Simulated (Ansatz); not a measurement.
`FC(F)=CCl` + H₂ → `C=C(F)F` + HCl at 298.15 K and 1 bar (hydrogenolysis of a C–Cl bond).

Program: Ansatz. Geometries: PBE0-D4/def2-TZVP. ΔE: electronic, gas phase. CCSD(T)/CBS is the MP2 limit (def2-TZVPP, def2-QZVPP) plus CCSD(T) − MP2 in def2-TZVPP, frozen cores. This one scheme is used for every species.

```tsv
species	CCSD(T)/CBS energy (Eh)	H − E (kJ/mol)	S (J/(mol·K))
`FC(F)=CCl`	-736.01906	89.0	302.2
H₂	-1.17544	35.1	130.4
`C=C(F)F`	-276.85281	109.1	264.6
HCl	-460.38127	26.6	186.8
```

H − E and S are ideal-gas, rigid-rotor, harmonic terms from PBE0-D4/def2-TZVP. The MP2-based limit puts H₂ 0.8 mEh under its directly extrapolated value; such offsets cancel only in part. 1 Eh = 2625.50 kJ/mol, R = 8.31446 J/(mol·K).

Task: By hand: ΔE, ΔH, ΔS and ΔG.

Result: ΔE = (-276.85281) + (-460.38127) − (-736.01906) − (-1.17544) = -0.03958 Eh = -103.9 kJ/mol. Δ(H − E) = 109.1 + 26.6 − 89.0 − 35.1 = 11.6, so ΔH = -92.3 kJ/mol. ΔS = 264.6 + 186.8 − 302.2 − 130.4 = 18.8 J/(mol·K). ΔG = -92.3 − 298.15 × (18.8)/1000 = -97.9 kJ/mol.

Task: By hand: the equilibrium constant, and the temperature at which ΔG would vanish if ΔH and ΔS stayed fixed.

Result: log₁₀ K = −ΔG/(RT ln 10) = 17.2. ΔH and −TΔS have one sign here, so there is no such temperature.

ΔH outweighs TΔS. A doubt of 5 kJ/mol in ΔE shifts log₁₀ K by 0.9 here. These are equilibria of isolated gas molecules and say nothing of rates. Largest T1 diagnostic: 0.012 (customary marks: 0.02 for closed shells, 0.045 for open ones).
